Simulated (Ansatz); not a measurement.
A structure relaxed at PBE0-D4/def2-TZVP, charge 0, multiplicity 1:

Cartesian coordinates in Å:
```
C 0.653 1.373 -0.609
O 0.756 -0.023 -0.407
C -0.418 -0.600 0.010
O -0.723 -0.110 1.283
S -0.259 -2.409 -0.030
H -0.150 1.606 -1.320
H 1.605 1.697 -1.029
H 0.466 1.900 0.329
H -1.236 -0.375 -0.697
H -1.459 -0.622 1.632
H 0.766 -2.437 0.838
```

Task: Give its formula and SMILES.

Result: C2H6O2S, `COC(O)S`.

Task: Summarise the bond lengths by kind.

Result: 3 × C–O 1.373 to 1.415 Å; 4 × C–H 1.089 to 1.104 Å; 1 × C–S 1.817 Å; 1 × H–O 0.962 Å; 1 × H–S 1.344 Å.

Results of the Gaussian-basis code of Ansatz.
